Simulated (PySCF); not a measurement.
Vertical excitations of a molecule C2H5O, multiplicity 2 from TDA-PBE/def2-SVPD (PySCF), as energy in eV (oscillator strength): 0.49 (0.000), 3.90 (0.000), 4.11 (0.019), 4.87 (0.001), 5.78 (0.000), 6.03 (0.008), 6.45 (0.010), 6.83 (0.024), 6.96 (0.053), 7.30 (0.027). Coordinates come from a PBE0-D3(BJ)/def2-TZVP optimisation. Other conformers were not sampled.

### Question
Pick the molecule that these values belong to.
(A) CC[O]
(B) C[CH]O
(C) [CH2]OC
(D) [CH2]CO

### Answer
A, CC[O]
